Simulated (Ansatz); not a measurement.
Job for Ansatz (an electronic-structure program): R-wB97X-V/def2-TZVPPD on H2S (SMILES S) with ghost functions. Files ending in .json are basis or fitting sets from the Basis Set Exchange.

Ansatz 0.2 input:
```yaml
crystal:
  periodic: [false, false, false]
  atoms:
    - {symbol: S, position_ang: [-2.03099600, 0.10323300, -0.00078200]}
    - {symbol: H, position_ang: [-1.93402000, -0.81846200, 0.96967600]}
    - {symbol: H, position_ang: [-1.94045000, -0.83661600, -0.95429900]}
basis:
  gaussian:
    orbitals: def2-TZVPPD.json
    ghost_atoms:
      - {symbol: S, position_ang: [2.07983800, -0.08511200, 0.00018100]}
      - {symbol: H, position_ang: [2.33915400, 1.23101900, -0.00221400]}
      - {symbol: H, position_ang: [0.75384800, 0.13412100, -0.00353700]}
hamiltonian:
  xc: {name: wB97X-V}
scf: {lower_state_search: off}
```

### Question
Predict the final total energy.

### Answer
-399.3436 hartree.
